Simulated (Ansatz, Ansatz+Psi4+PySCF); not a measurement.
```yaml
atoms:
  - { symbol: S, position_ang: [0.0000, 0.0000, -0.4606] }
  - { symbol: O, position_ang: [0.0000, 0.0000, 0.9212] }
```

Basis set: cc-pVTZ (spherical functions). Frozen core: 6 orbitals. Charge 0, multiplicity 3.

Computed with Ansatz (development build ahead of 0.2.0); each method stands on the lowest determinant of its kind that the runs found.

Task: Give the atomization energy at this shape (free ground-state atoms in the same class of orbitals less the molecule, no zero-point energy) of triplet SO by UHF-MP2, UHF.

Result:

```csv
method,atomization energy
UHF-MP2,473.8 kJ/mol
UHF,199.5 kJ/mol
```

Caution: the shape is not the minimum.
